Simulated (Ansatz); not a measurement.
**C2H4FNS: two geometries relaxed**

Are the two ends of the inversion of the pyramid at N1 separate minima, and which lies lower? Each is relaxed from a guess. SMILES of the start: NC1SC1F.

All numbers below are computed with Ansatz 0.2.0 (RKS PBE/6-31G*).

## 1. Starting point

Bond lengths: N1–C2 1.435 Å, C2–S3 1.708 Å, C2–C4 1.510 Å, S3–C4 1.618 Å, C4–F5 1.390 Å, N1–H6 1.074 Å, N1–H7 1.000 Å, C2–H8 1.052 Å, C4–H9 1.071 Å. Angles (14 of 16 angles, heavy atoms first): N1–C2–S3 112.2°, N1–C2–C4 123.1°, S3–C2–C4 60.0°, C2–S3–C4 53.9°, C2–C4–S3 66.1°, C2–C4–F5 117.6°, S3–C4–F5 121.1°, N1–C2–H8 115.1°, S3–C2–H8 113.5°, C4–C2–H8 118.8°, C2–N1–H6 109.6°, C2–N1–H7 114.1°, C2–C4–H9 116.0°, S3–C4–H9 121.2°.

Structure file:

```xyz
9

N    -0.3066    0.5930    1.2537
C    -0.1339   -0.4878    0.3261
S     1.4271   -0.5006   -0.3672
C     0.0342   -0.2810   -1.1607
F    -0.3080    0.9620   -1.6813
H    -0.1792    1.5294    0.7428
H     0.3740    0.6154    1.9855
H    -0.4469   -1.4301    0.6742
H    -0.3722   -1.0466   -1.7902
```

## 2. Relaxing end A

Input file input.yaml:

```yaml
crystal:
  periodic: [false, false, false]
  atoms:
    - { symbol: "N", position_ang: [-0.3066, 0.593, 1.2537] }
    - { symbol: C, position_ang: [-0.1339, -0.4878, 0.3261] }
    - { symbol: S, position_ang: [1.4271, -0.5006, -0.3672] }
    - { symbol: C, position_ang: [0.0342, -0.281, -1.1607] }
    - { symbol: F, position_ang: [-0.308, 0.962, -1.6813] }
    - { symbol: H, position_ang: [-0.1792, 1.5294, 0.7428] }
    - { symbol: H, position_ang: [0.374, 0.6154, 1.9855] }
    - { symbol: H, position_ang: [-0.4469, -1.4301, 0.6742] }
    - { symbol: H, position_ang: [-0.3722, -1.0466, -1.7902] }
basis:
  gaussian: { orbitals: "6-31G*" }
hamiltonian:
  xc: pbe
relax:
  f_tol: 0.015
  max_steps: 40
output:
  orbitals: {}
```

Command:

```
> ansatz run input.yaml --threads 1 --pin off --max-ram 2048MiB --backend cpu --events-out ev --progress --plain --runs-dir out
```

The log of the run (excerpt; [...] marks lines left out):

```text
Warning: RAYON_NUM_THREADS=1 ignored (pool sized by the plan → 1); use --threads N
[...]
Functional definition: PBE
[...]
1024 factors; their error is unknown
[...]
mean field -17167.08210734 eV, -630.8786311786 hartree, gradient 4.5e-5 eV, S^2 0.000000; 0 other end points of the search recorded, 0 dependent functions left out
[...]
reference -17167.08212994 eV, -630.8786320090 hartree; 24, 24 occupied and 63, 63 virtual orbitals, 1024 factors
relax step   1: F+E_penalty+E_count = -17167.08210734 eV  Δ(F+E_penalty+E_count) = +0.000e0 eV  max|allowed force component| = 8.151e0 eV/Å  Δτ_max = 0.0000 Å  (29 SCF iters, accepted)
[...]
relax step   3: F+E_penalty+E_count = -17168.23663677 eV  Δ(F+E_penalty+E_count) = -2.653e-1 eV  max|allowed force component| = 1.195e0 eV/Å  Δτ_max = 0.1224 Å  (30 SCF iters, accepted)
[...]
relax step   5: F+E_penalty+E_count = -17168.31775393 eV  Δ(F+E_penalty+E_count) = -8.112e-2 eV  max|allowed force component| = 2.349e-1 eV/Å  Δτ_max = 0.0751 Å  (30 SCF iters, accepted)
[...]
relax step   7: F+E_penalty+E_count = -17168.32995946 eV  Δ(F+E_penalty+E_count) = -8.843e-4 eV  max|allowed force component| = 1.104e-1 eV/Å  Δτ_max = 0.0456 Å  (30 SCF iters, accepted)
[...]
relax step   9: F+E_penalty+E_count = -17168.33170848 eV  Δ(F+E_penalty+E_count) = -2.774e-4 eV  max|allowed force component| = 3.129e-2 eV/Å  Δτ_max = 0.0099 Å  (31 SCF iters, accepted)
[...]
relax step  10: F+E_penalty+E_count = -17168.33175447 eV  Δ(F+E_penalty+E_count) = -4.599e-5 eV  max|allowed force component| = 4.003e-3 eV/Å  Δτ_max = 0.0041 Å  (31 SCF iters, accepted)
1024 factors; their error is unknown
[...]
mean field -17168.33175447 eV, -630.9245548635 hartree, gradient 1.8e-5 eV, S^2 0.000000; 1 other end points of the search recorded, 0 dependent functions left out
[...]
reference -17168.33177874 eV, -630.9245557553 hartree; 24, 24 occupied and 63, 63 virtual orbitals, 1024 factors
Total energy: -17168.33177874 eV, -630.9245557553 hartree
Atom 0 at    -0.343944     0.646585     1.145929 Å, force     0.003529    -0.002781     0.002916 eV/Å
Atom 1 at    -0.036634    -0.458927     0.352098 Å, force    -0.001216     0.002470    -0.003650 eV/Å
Atom 2 at     1.673638    -0.666551    -0.593479 Å, force    -0.000948    -0.000025     0.000151 eV/Å
Atom 3 at    -0.020249    -0.285385    -1.115806 Å, force     0.002442    -0.001167     0.001799 eV/Å
Atom 4 at    -0.278317     1.004990    -1.546099 Å, force     0.000516     0.004003    -0.000149 eV/Å
Atom 5 at    -0.115745     1.528196     0.678468 Å, force    -0.000342     0.001895    -0.001117 eV/Å
Atom 6 at     0.077379     0.615126     2.076584 Å, force    -0.002703     0.000965    -0.000284 eV/Å
Atom 7 at    -0.352239    -1.423192     0.763016 Å, force     0.001015    -0.002326     0.002056 eV/Å
Atom 8 at    -0.515391    -1.007141    -1.777811 Å, force    -0.002292    -0.003035    -0.001722 eV/Å
Dipole moment:    -0.264822    -0.021833     0.353958 e Å
```

Run time: 30 s. Hardware: 1 thread of Arm Neoverse V2, shared host; peak memory 0.16 GiB.

Relaxation path:

```tsv
step	energy from step 1 (eV)	largest force component (eV/Å)
1	0.0000	8.1511
2	-0.8893	3.8895
3	-1.1545	1.1954
4x	-1.1491	1.3807
5	-1.2356	0.2349
6	-1.2470	0.1678
7	-1.2479	0.1104
8	-1.2493	0.0459
9	-1.2496	0.0313
10	-1.2496	0.0040
```

Step 1 is the start. 1 step was tried and not accepted (marked x).

After: Bond lengths: N1–C2 1.395 Å, C2–S3 1.965 Å, C2–C4 1.478 Å, S3–C4 1.813 Å, C4–F5 1.384 Å, N1–H6 1.024 Å, N1–H7 1.022 Å, C2–H8 1.095 Å, C4–H9 1.097 Å. Angles (14 of 16 angles, heavy atoms first): N1–C2–S3 123.3°, N1–C2–C4 118.3°, S3–C2–C4 61.6°, C2–S3–C4 45.8°, C2–C4–S3 72.5°, C2–C4–F5 114.6°, S3–C4–F5 117.4°, N1–C2–H8 114.9°, S3–C2–H8 109.8°, C4–C2–H8 118.6°, C2–N1–H6 111.9°, C2–N1–H7 113.8°, C2–C4–H9 121.1°, S3–C4–H9 117.2°.

## 3. End point B

The second end starts from a geometry with the move made by hand.

Changes to input.yaml since step 2:

```diff
@@ -8,4 +8,4 @@
     - { symbol: F, position_ang: [-0.308, 0.962, -1.6813] }
-    - { symbol: H, position_ang: [-0.1792, 1.5294, 0.7428] }
-    - { symbol: H, position_ang: [0.374, 0.6154, 1.9855] }
+    - { symbol: H, position_ang: [-1.24721, 1.07824, 1.06963] }
+    - { symbol: H, position_ang: [-0.35884, 0.30583, 2.20976] }
     - { symbol: H, position_ang: [-0.4469, -1.4301, 0.6742] }
```

Command:

```
> ansatz run input.yaml --threads 1 --pin off --max-ram 2048MiB --backend cpu --events-out ev --progress --plain --runs-dir out
```

The log of the run:

```text
Warning: RAYON_NUM_THREADS=1 ignored (pool sized by the plan → 1); use --threads N
The last accepted step is kept in <dir> (removed where the run ends without a failure and the disk answers)
Engine: ansatz 0.2.0, aarch64-unknown-linux-gnu
Functional definition: PBE
  parameter kappa = 0.804
  parameter beta = 0.06672455060314922
  exchange = pbe_x(kappa = kappa, mu = beta*pi^2/3)
  correlation = pbe_c(beta = beta)
1024 factors; their error is unknown
mean field evaluation 1: about -17159.5514 eV, gradient 5.9e1 eV
mean field evaluation 2: about -17140.7501 eV, gradient 1.0e2 eV
mean field evaluation 4: about -17167.0361 eV, gradient 5.6e0 eV
mean field evaluation 8: about -17167.1135 eV, gradient 1.1e-1 eV
mean field evaluation 16: about -17167.0362 eV, gradient 1.1e-3 eV
mean field -17167.03615763 eV, -630.8769425577 hartree, gradient 1.8e-5 eV, S^2 0.000000; 0 other end points of the search recorded, 0 dependent functions left out
the calculation of the forces begins
reference -17167.03618083 eV, -630.8769434105 hartree; 24, 24 occupied and 63, 63 virtual orbitals, 1024 factors
relax step   1: F+E_penalty+E_count = -17167.03615763 eV  Δ(F+E_penalty+E_count) = +0.000e0 eV  max|allowed force component| = 7.579e0 eV/Å  Δτ_max = 0.0000 Å  (29 SCF iters, accepted)
these checks for a lower state are left out or cut short: starts, cluster_reference, orbital_swaps, neighbouring_geometries, increment
1024 factors; their error is unknown
mean field -17167.73802619 eV, -630.9027357518 hartree, gradient 1.0e-5 eV, S^2 0.000000; 0 other end points of the search recorded, 0 dependent functions left out
the calculation of the forces begins
reference -17167.73804986 eV, -630.9027366214 hartree; 24, 24 occupied and 63, 63 virtual orbitals, 1024 factors
relax step   2: F+E_penalty+E_count = -17167.73802619 eV  Δ(F+E_penalty+E_count) = -7.019e-1 eV  max|allowed force component| = 3.795e0 eV/Å  Δτ_max = 0.1472 Å  (35 SCF iters, accepted)
these checks for a lower state are left out or cut short: starts, cluster_reference, orbital_swaps, neighbouring_geometries, increment
1024 factors; their error is unknown
mean field evaluation 32: about -17167.9761 eV, gradient 5.2e-4 eV
mean field -17167.97612044 eV, -630.9114855539 hartree, gradient 9.9e-6 eV, S^2 0.000000; 0 other end points of the search recorded, 0 dependent functions left out
the calculation of the forces begins
reference -17167.97614455 eV, -630.9114864401 hartree; 24, 24 occupied and 63, 63 virtual orbitals, 1024 factors
relax step   3: F+E_penalty+E_count = -17167.97612044 eV  Δ(F+E_penalty+E_count) = -2.381e-1 eV  max|allowed force component| = 1.097e0 eV/Å  Δτ_max = 0.0778 Å  (29 SCF iters, accepted)
these checks for a lower state are left out or cut short: starts, cluster_reference, orbital_swaps, neighbouring_geometries, increment
1024 factors; their error is unknown
mean field -17168.00828800 eV, -630.9126676899 hartree, gradient 2.1e-5 eV, S^2 0.000000; 0 other end points of the search recorded, 0 dependent functions left out
the calculation of the forces begins
reference -17168.00831242 eV, -630.9126685875 hartree; 24, 24 occupied and 63, 63 virtual orbitals, 1024 factors
relax step   4: F+E_penalty+E_count = -17168.00828800 eV  Δ(F+E_penalty+E_count) = -3.217e-2 eV  max|allowed force component| = 1.331e0 eV/Å  Δτ_max = 0.1528 Å  (29 SCF iters, accepted)
these checks for a lower state are left out or cut short: starts, cluster_reference, orbital_swaps, neighbouring_geometries, increment
1024 factors; their error is unknown
mean field -17168.07108111 eV, -630.9149752942 hartree, gradient 1.7e-5 eV, S^2 0.000000; 0 other end points of the search recorded, 0 dependent functions left out
the calculation of the forces begins
reference -17168.07110582 eV, -630.9149762023 hartree; 24, 24 occupied and 63, 63 virtual orbitals, 1024 factors
relax step   5: F+E_penalty+E_count = -17168.07108111 eV  Δ(F+E_penalty+E_count) = -6.279e-2 eV  max|allowed force component| = 6.766e-1 eV/Å  Δτ_max = 0.2000 Å  (36 SCF iters, accepted)
these checks for a lower state are left out or cut short: starts, cluster_reference, orbital_swaps, neighbouring_geometries, increment
1024 factors; their error is unknown
mean field -17168.10554609 eV, -630.9162418590 hartree, gradient 1.5e-5 eV, S^2 0.000000; 0 other end points of the search recorded, 0 dependent functions left out
the calculation of the forces begins
reference -17168.10557089 eV, -630.9162427703 hartree; 24, 24 occupied and 63, 63 virtual orbitals, 1024 factors
relax step   6: F+E_penalty+E_count = -17168.10554609 eV  Δ(F+E_penalty+E_count) = -3.446e-2 eV  max|allowed force component| = 3.784e-1 eV/Å  Δτ_max = 0.0723 Å  (30 SCF iters, accepted)
these checks for a lower state are left out or cut short: starts, cluster_reference, orbital_swaps, neighbouring_geometries, increment
1024 factors; their error is unknown
mean field evaluation 64: about -17168.1269 eV, gradient 2.0e-5 eV
mean field -17168.12693777 eV, -630.9170279885 hartree, gradient 2.0e-5 eV, S^2 0.000000; 0 other end points of the search recorded, 0 dependent functions left out
the calculation of the forces begins
reference -17168.12696278 eV, -630.9170289077 hartree; 24, 24 occupied and 63, 63 virtual orbitals, 1024 factors
relax step   7: F+E_penalty+E_count = -17168.12693777 eV  Δ(F+E_penalty+E_count) = -2.139e-2 eV  max|allowed force component| = 2.301e-1 eV/Å  Δτ_max = 0.1995 Å  (30 SCF iters, accepted)
these checks for a lower state are left out or cut short: starts, cluster_reference, orbital_swaps, neighbouring_geometries, increment
1024 factors; their error is unknown
mean field -17168.12861532 eV, -630.9170896374 hartree, gradient 1.7e-5 eV, S^2 0.000000; 0 other end points of the search recorded, 0 dependent functions left out
the calculation of the forces begins
reference -17168.12864047 eV, -630.9170905618 hartree; 24, 24 occupied and 63, 63 virtual orbitals, 1024 factors
relax step   8: F+E_penalty+E_count = -17168.12861532 eV  Δ(F+E_penalty+E_count) = -1.678e-3 eV  max|allowed force component| = 2.428e-1 eV/Å  Δτ_max = 0.0355 Å  (31 SCF iters, accepted)
these checks for a lower state are left out or cut short: starts, cluster_reference, orbital_swaps, neighbouring_geometries, increment
1024 factors; their error is unknown
mean field -17168.13073932 eV, -630.9171676932 hartree, gradient 1.8e-5 eV, S^2 0.000000; 0 other end points of the search recorded, 0 dependent functions left out
the calculation of the forces begins
reference -17168.13076451 eV, -630.9171686188 hartree; 24, 24 occupied and 63, 63 virtual orbitals, 1024 factors
relax step   9: F+E_penalty+E_count = -17168.13073932 eV  Δ(F+E_penalty+E_count) = -2.124e-3 eV  max|allowed force component| = 5.756e-1 eV/Å  Δτ_max = 0.0583 Å  (30 SCF iters, accepted)
these checks for a lower state are left out or cut short: starts, cluster_reference, orbital_swaps, neighbouring_geometries, increment
1024 factors; their error is unknown
mean field -17168.15360315 eV, -630.9180079232 hartree, gradient 1.3e-5 eV, S^2 0.000000; 0 other end points of the search recorded, 0 dependent functions left out
the calculation of the forces begins
reference -17168.15362852 eV, -630.9180088558 hartree; 24, 24 occupied and 63, 63 virtual orbitals, 1024 factors
relax step  10: F+E_penalty+E_count = -17168.15360315 eV  Δ(F+E_penalty+E_count) = -2.286e-2 eV  max|allowed force component| = 2.710e-1 eV/Å  Δτ_max = 0.0722 Å  (30 SCF iters, accepted)
these checks for a lower state are left out or cut short: starts, cluster_reference, orbital_swaps, neighbouring_geometries, increment
1024 factors; their error is unknown
mean field -17168.22319181 eV, -630.9205652592 hartree, gradient 2.0e-5 eV, S^2 0.000000; 0 other end points of the search recorded, 0 dependent functions left out
the calculation of the forces begins
reference -17168.22321713 eV, -630.9205661899 hartree; 24, 24 occupied and 63, 63 virtual orbitals, 1024 factors
relax step  11: F+E_penalty+E_count = -17168.22319181 eV  Δ(F+E_penalty+E_count) = -6.959e-2 eV  max|allowed force component| = 1.204e0 eV/Å  Δτ_max = 0.1503 Å  (37 SCF iters, accepted)
these checks for a lower state are left out or cut short: starts, cluster_reference, orbital_swaps, neighbouring_geometries, increment
1024 factors; their error is unknown
mean field evaluation 96: about -17168.0814 eV, gradient 2.1e-3 eV
mean field -17168.00393875 eV, -630.9125078582 hartree, gradient 2.0e-5 eV, S^2 0.000000; 0 other end points of the search recorded, 0 dependent functions left out
the calculation of the forces begins
reference -17168.00396291 eV, -630.9125087459 hartree; 24, 24 occupied and 63, 63 virtual orbitals, 1024 factors
relax step  12: F+E_penalty+E_count = -17168.00393875 eV  Δ(F+E_penalty+E_count) = +2.193e-1 eV  max|allowed force component| = 3.376e0 eV/Å  Δτ_max = 0.1948 Å  (38 SCF iters, rejected (line search))
these checks for a lower state are left out or cut short: starts, cluster_reference, orbital_swaps, neighbouring_geometries, increment
1024 factors; their error is unknown
mean field -17168.30131978 eV, -630.9234364091 hartree, gradient 2.0e-5 eV, S^2 0.000000; 0 other end points of the search recorded, 0 dependent functions left out
the calculation of the forces begins
reference -17168.30134485 eV, -630.9234373306 hartree; 24, 24 occupied and 63, 63 virtual orbitals, 1024 factors
relax step  13: F+E_penalty+E_count = -17168.30131978 eV  Δ(F+E_penalty+E_count) = -7.813e-2 eV  max|allowed force component| = 3.093e-1 eV/Å  Δτ_max = 0.0974 Å  (30 SCF iters, accepted)
these checks for a lower state are left out or cut short: starts, cluster_reference, orbital_swaps, neighbouring_geometries, increment
1024 factors; their error is unknown
mean field -17168.32641978 eV, -630.9243588172 hartree, gradient 1.7e-5 eV, S^2 0.000000; 0 other end points of the search recorded, 0 dependent functions left out
the calculation of the forces begins
reference -17168.32644448 eV, -630.9243597252 hartree; 24, 24 occupied and 63, 63 virtual orbitals, 1024 factors
relax step  14: F+E_penalty+E_count = -17168.32641978 eV  Δ(F+E_penalty+E_count) = -2.510e-2 eV  max|allowed force component| = 2.121e-1 eV/Å  Δτ_max = 0.1000 Å  (30 SCF iters, accepted)
these checks for a lower state are left out or cut short: starts, cluster_reference, orbital_swaps, neighbouring_geometries, increment
1024 factors; their error is unknown
mean field -17168.32873540 eV, -630.9244439149 hartree, gradient 1.7e-5 eV, S^2 0.000000; 0 other end points of the search recorded, 0 dependent functions left out
the calculation of the forces begins
reference -17168.32876009 eV, -630.9244448221 hartree; 24, 24 occupied and 63, 63 virtual orbitals, 1024 factors
relax step  15: F+E_penalty+E_count = -17168.32873540 eV  Δ(F+E_penalty+E_count) = -2.316e-3 eV  max|allowed force component| = 2.002e-1 eV/Å  Δτ_max = 0.0258 Å  (32 SCF iters, accepted)
these checks for a lower state are left out or cut short: starts, cluster_reference, orbital_swaps, neighbouring_geometries, increment
1024 factors; their error is unknown
mean field evaluation 128: about -17168.3291 eV, gradient 1.8e-5 eV
mean field -17168.32913386 eV, -630.9244585578 hartree, gradient 1.8e-5 eV, S^2 0.000000; 0 other end points of the search recorded, 0 dependent functions left out
the calculation of the forces begins
reference -17168.32915859 eV, -630.9244594666 hartree; 24, 24 occupied and 63, 63 virtual orbitals, 1024 factors
relax step  16: F+E_penalty+E_count = -17168.32913386 eV  Δ(F+E_penalty+E_count) = -3.985e-4 eV  max|allowed force component| = 2.313e-1 eV/Å  Δτ_max = 0.0562 Å  (31 SCF iters, accepted)
these checks for a lower state are left out or cut short: starts, cluster_reference, orbital_swaps, neighbouring_geometries, increment
1024 factors; their error is unknown
mean field -17168.33164417 eV, -630.9245508100 hartree, gradient 1.8e-5 eV, S^2 0.000000; 0 other end points of the search recorded, 0 dependent functions left out
the calculation of the forces begins
reference -17168.33166888 eV, -630.9245517183 hartree; 24, 24 occupied and 63, 63 virtual orbitals, 1024 factors
relax step  17: F+E_penalty+E_count = -17168.33164417 eV  Δ(F+E_penalty+E_count) = -2.510e-3 eV  max|allowed force component| = 3.902e-2 eV/Å  Δτ_max = 0.0371 Å  (31 SCF iters, accepted)
these checks for a lower state are left out or cut short: starts, cluster_reference, orbital_swaps, neighbouring_geometries, increment
1024 factors; their error is unknown
mean field -17168.33177638 eV, -630.9245556689 hartree, gradient 1.8e-5 eV, S^2 0.000000; 0 other end points of the search recorded, 0 dependent functions left out
the calculation of the forces begins
reference -17168.33180110 eV, -630.9245565772 hartree; 24, 24 occupied and 63, 63 virtual orbitals, 1024 factors
relax step  18: F+E_penalty+E_count = -17168.33177638 eV  Δ(F+E_penalty+E_count) = -1.322e-4 eV  max|allowed force component| = 1.589e-2 eV/Å  Δτ_max = 0.0049 Å  (32 SCF iters, accepted)
these checks for a lower state are left out or cut short: starts, cluster_reference, orbital_swaps, neighbouring_geometries, increment
1024 factors; their error is unknown
mean field -17168.33179894 eV, -630.9245564977 hartree, gradient 1.8e-5 eV, S^2 0.000000; 0 other end points of the search recorded, 0 dependent functions left out
the calculation of the forces begins
reference -17168.33182366 eV, -630.9245574062 hartree; 24, 24 occupied and 63, 63 virtual orbitals, 1024 factors
relax step  19: F+E_penalty+E_count = -17168.33179894 eV  Δ(F+E_penalty+E_count) = -2.255e-5 eV  max|allowed force component| = 4.294e-3 eV/Å  Δτ_max = 0.0011 Å  (32 SCF iters, accepted)
1024 factors; their error is unknown
mean field evaluation 160: about -17167.0228 eV, gradient 2.1e1 eV
mean field -17168.33179894 eV, -630.9245564977 hartree, gradient 1.8e-5 eV, S^2 0.000000; 1 other end points of the search recorded, 0 dependent functions left out
the calculation of the forces begins
reference -17168.33182366 eV, -630.9245574062 hartree; 24, 24 occupied and 63, 63 virtual orbitals, 1024 factors
Total energy: -17168.33182366 eV, -630.9245574062 hartree
Atom 0 at    -0.755788     0.400544     1.202360 Å, force    -0.000633    -0.000891    -0.000087 eV/Å
Atom 1 at    -0.181105    -0.569358     0.380554 Å, force     0.000186     0.000420    -0.001669 eV/Å
Atom 2 at     1.612323    -0.394316    -0.404706 Å, force    -0.000758    -0.002190    -0.000226 eV/Å
Atom 3 at    -0.072211    -0.287541    -1.066505 Å, force     0.002332     0.003505     0.004294 eV/Å
Atom 4 at    -0.528237     0.963909    -1.444909 Å, force    -0.002110     0.000360    -0.001109 eV/Å
Atom 5 at    -0.657652     1.341193     0.810691 Å, force     0.000382    -0.000141    -0.000107 eV/Å
Atom 6 at    -0.418687     0.376473     2.166849 Å, force     0.000114     0.000470     0.000151 eV/Å
Atom 7 at    -0.344416    -1.602530     0.703518 Å, force     0.000352     0.000271    -0.000310 eV/Å
Atom 8 at    -0.366577    -1.035403    -1.813862 Å, force     0.000135    -0.001804    -0.000938 eV/Å
Dipole moment:    -0.286515    -0.095411     0.325576 e Å
```

Run time: 54 s. Hardware: 1 thread of Arm Neoverse V2, shared host; peak memory 0.3 GiB.

Step by step:

```tsv
step	energy from step 1 (eV)	largest force component (eV/Å)
1	0.0000	7.5792
2	-0.7019	3.7952
3	-0.9400	1.0975
4	-0.9721	1.3309
5	-1.0349	0.6766
6	-1.0694	0.3784
7	-1.0908	0.2301
8	-1.0925	0.2428
9	-1.0946	0.5756
10	-1.1174	0.2710
11	-1.1870	1.2041
12x	-0.9678	3.3762
13	-1.2652	0.3093
14	-1.2903	0.2121
15	-1.2926	0.2002
16	-1.2930	0.2313
17	-1.2955	0.0390
18	-1.2956	0.0159
19	-1.2956	0.0043
```

Step 1 is the start. 1 step was tried and not accepted (marked x).

After: Bond lengths: N1–C2 1.395 Å, C2–S3 1.966 Å, C2–C4 1.478 Å, S3–C4 1.813 Å, C4–F5 1.385 Å, N1–H6 1.024 Å, N1–H7 1.022 Å, C2–H8 1.095 Å, C4–H9 1.097 Å. Angles (14 of 16 angles, heavy atoms first): N1–C2–S3 123.3°, N1–C2–C4 118.3°, S3–C2–C4 61.6°, C2–S3–C4 45.8°, C2–C4–S3 72.5°, C2–C4–F5 114.6°, S3–C4–F5 117.3°, N1–C2–H8 114.9°, S3–C2–H8 109.8°, C4–C2–H8 118.7°, C2–N1–H6 112.0°, C2–N1–H7 113.8°, C2–C4–H9 121.1°, S3–C4–H9 117.2°.

## 4. Results

| quantity | value |
| --- | --- |
| end A | 8 moves, 1.250 eV lower |
| end B | 17 moves, 1.296 eV lower |
| largest difference between the ends | 0.00 Å |
| end B relative to end A | -0.000 eV |

What this shows: The two relaxations end at one structure, within 0.00 Å: no second minimum was found from this start, which doesn't rule one out.
